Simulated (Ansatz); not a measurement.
Molecule: N₂H₅, charge 1, multiplicity 1. SMILES: N[NH3+]

Atoms: N1, N2, H3, H4, H5, H6, H7. Bonds: N1-N2, N1-H3, N1-H4, N1-H7, N2-H5, N2-H6.

Bond lengths (Å) and angles (degrees) optimised at HF/3-21G with Ansatz (an electronic-structure program); B3LYP/LANL2DZ with Ansatz; B3LYP/6-31G* with Ansatz, each started from the B3LYP-D3(BJ)/def2-TZVP structure (Ansatz) of the last column. A row stands for all coordinates that are equal there; 7 of 9 kinds are shown. 6-31G* holds six Cartesian d functions. No wavenumbers were computed at B3LYP/LANL2DZ, so these may be saddle points.

| coordinate | HF/3-21G | B3LYP/LANL2DZ | B3LYP/6-31G* | B3LYP-D3(BJ)/def2-TZVP |
|---|---|---|---|---|
| N1-N2 | 1.491 | 1.456 | 1.451 | 1.443 |
| N1-H3 | 1.019 | 1.038 | 1.035 | 1.030 |
| N1-H4 | 1.019 | 1.032 | 1.029 | 1.025 |
| N2-H5 | 1.008 | 1.018 | 1.021 | 1.017 |
| N2-N1-H3 | 115.2 | 116.0 | 117.0 | 116.2 |
| N2-N1-H4 | 107.0 to 109.0 | 108.0 to 112.8 | 107.6 to 108.0 | 108.3 |
| H3-N1-H4 | 109.9 | 108.9 | 108.5 | 108.6 |

A range marks coordinates that this level makes unequal.

Mean signed difference of all 6 bond lengths from B3LYP-D3(BJ)/def2-TZVP: HF/3-21G 0.001 Å, B3LYP/LANL2DZ 0.006 Å, B3LYP/6-31G* 0.005 Å.
